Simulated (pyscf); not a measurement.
One substitution at Ge on the doublet surface with elements of a group swapped. CCSD(T)/def2-TZVPP + ΔMP2(QZVPP), kJ/mol, from the separated reactants. Structures and frequencies: ωB97X-D3(BJ)/def2-SVP in PySCF. MP2 and CC: frozen core, UHF for open shells. ΔMP2 is the change of the MP2 total energy from the triple- to the quadruple-zeta basis.

```csv
step,barrier,reaction energy,imaginary mode (i cm⁻¹)
PH₂• + GeH₄ → H₂P–GeH₃ + H•,___,___,593
PH₂• + SiH₄ → H₃Si–PH₂ + H•,119.0,+95.7,632
AsH₂• + SiH₄ → H₃Si–AsH₂ + H•,133.5,+115.6,503
```

Question: Complete the blanks.

Answer: 
- PH₂• + GeH₄ → H₂P–GeH₃ + H•, barrier: 119.6
- PH₂• + GeH₄ → H₂P–GeH₃ + H•, reaction energy: +90.7

Each row is the saddle that its search found. The CCSD(T) − MP2 part came from Ansatz, without density fitting, on the same reference. The frozen core leaves the outer d or s,p core shells of the metals and heavy elements correlated in the MP2 and CC values, and def2-TZVPP describes them poorly, which can shift differences by a few kcal/mol. Elements up to Kr have no core potential and no relativistic terms here.
